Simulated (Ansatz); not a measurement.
Geometry optimisation, RKS B3LYP-D4/def2-TZVP (Ansatz).

Input:

```yaml
crystal:
  periodic: [false, false, false]
  atoms:
    - { symbol: Si, position_ang: [-0.90349, 0.144735, -0.546925] }
    - { symbol: F, position_ang: [1.881854, 1.157879, -0.919591] }
    - { symbol: H, position_ang: [-0.498938, -0.399835, -1.859543] }
    - { symbol: H, position_ang: [-2.329061, -0.199522, -0.313816] }
    - { symbol: H, position_ang: [-0.78914, 1.618626, -0.544307] }
    - { symbol: H, position_ang: [1.707627, 0.828656, -0.088519] }
    - { symbol: C, position_ang: [0.08872, -0.638486, 0.84119] }
    - { symbol: H, position_ang: [-0.088235, -0.133909, 1.794308] }
    - { symbol: H, position_ang: [1.167902, -0.7023, 0.676355] }
    - { symbol: H, position_ang: [-0.237039, -1.675844, 0.960949] }
basis:
  gaussian: { orbitals: def2-TZVP }
hamiltonian:
  xc: b3lyp
  dispersion: d4
relax:
  f_tol: 0.03
  max_steps: 50
```

Run as:

```bash
$ ansatz run input.yaml --threads 4 --pin off --max-ram 5120MiB --backend cpu --events-out ev --progress --plain --runs-dir out
```

**Question.** Where does it end, and by what steps?

**Answer.** The run converged. After 25 steps the energy has fallen by 0.194 eV; H6 moved furthest, 0.97 Å.

```csv
step,energy less start (eV),largest force component (eV/Å),accepted
0,0.0000,0.949,yes
1,-0.0521,0.113,yes
2,-0.0487,1.356,no
3,-0.0655,0.100,yes
4,-0.0752,0.422,yes
5,-0.0773,1.027,yes
6,-0.1084,0.092,yes
7,-0.1143,0.075,yes
8,-0.0490,2.067,no
9,-0.1226,0.225,yes
10,-0.1298,0.561,yes
11,-0.1466,0.347,yes
12,-0.1215,1.999,no
13,-0.1587,0.533,yes
14,-0.1728,0.340,yes
15,-0.1791,0.731,yes
16,-0.1831,0.559,yes
17,-0.1053,2.607,no
18,-0.1918,0.054,yes
19,-0.1924,0.078,yes
20,-0.1915,0.250,no
21,-0.1932,0.120,yes
22,-0.1910,0.457,no
23,-0.1935,0.065,yes
24,-0.1936,0.147,yes
25,-0.1942,0.013,yes
```

```xyz
10
Properties=species:S:1:pos:R:3
Si -0.890 0.035 -0.497
F 2.308 1.448 -0.558
H -0.757 -0.660 -1.797
H -2.325 0.232 -0.189
H -0.308 1.403 -0.672
H 1.386 1.570 -0.630
C 0.008 -0.867 0.873
H -0.101 -0.339 1.822
H 1.073 -0.947 0.650
H -0.394 -1.875 0.998
```

Whether the end is a true minimum wasn't checked by a vibrational analysis.

Time of the run: 55 s on 4 threads of Arm Neoverse N1, on a shared host, peak memory 0.26 GiB.
